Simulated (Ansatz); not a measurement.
Geometry optimisation, RKS PBE-D4/def2-SVP (Ansatz 0.2.0).

The input (input.yaml):

```yaml
crystal:
  periodic: [false, false, false]
  atoms:
    - { symbol: C, position_ang: [-1.5179, -0.2938, -0.3362] }
    - { symbol: C, position_ang: [-0.082, -0.4534, -0.0213] }
    - { symbol: C, position_ang: [0.6507, -0.4767, 0.9269] }
    - { symbol: C, position_ang: [1.8769, 0.0131, 0.8035] }
    - { symbol: "N", position_ang: [1.1486, 0.1385, -0.474] }
    - { symbol: H, position_ang: [-1.891, 0.7731, -0.068] }
    - { symbol: H, position_ang: [-2.1533, -0.9736, 0.1958] }
    - { symbol: H, position_ang: [-1.7006, -0.3638, -1.4266] }
    - { symbol: H, position_ang: [2.5672, 0.5797, 1.3849] }
    - { symbol: H, position_ang: [1.1845, 1.0058, -0.982] }
basis:
  gaussian: { orbitals: def2-SVP }
hamiltonian:
  xc: pbe
  dispersion: d4
relax:
  f_tol: 0.02
  max_steps: 50
output:
  orbitals: {}
```

Command:

```bash
$ ansatz run input.yaml --threads 2 --pin off --max-ram 3072MiB --backend cpu --events-out ev --progress --plain --runs-dir out
```

Q: Where does it end, and by what steps?

A: It converged. After 13 steps the energy has fallen by 2.570 eV; H10 moved furthest, 0.78 Å. The start is strongly strained (largest force component 11 eV/Å).

```
step  energy less start (eV)  largest force component (eV/Å)  accepted
   0                  0.0000                          11.235       yes
   1                 -1.9808                           3.473       yes
   2                 -2.4317                           0.806       yes
   3                 -2.4548                           1.038       yes
   4                 -2.5437                           0.356       yes
   5                 -2.5518                           0.115       yes
   6                 -2.5571                           0.307       yes
   7                 -2.5642                           0.203       yes
   8                 -2.5665                           0.074       yes
   9                 -2.5681                           0.054       yes
  10                 -2.5683                           0.071       yes
  11                 -2.5693                           0.031       yes
  12                 -2.5694                           0.031       yes
  13                 -2.5696                           0.013       yes
```

```xyz
10
Properties=species:S:1:pos:R:3
C -1.540 -0.283 -0.447
C -0.161 -0.343 0.057
C 0.707 -0.422 1.114
C 2.043 -0.298 0.605
N 1.062 0.327 -0.357
H -1.910 0.755 -0.615
H -2.205 -0.757 0.299
H -1.663 -0.839 -1.402
H 2.736 0.440 1.059
H 1.015 1.368 -0.310
```

Time of the run: 37 s on 2 threads of Arm Neoverse N1, with other jobs on the host, peak memory 0.17 GiB.
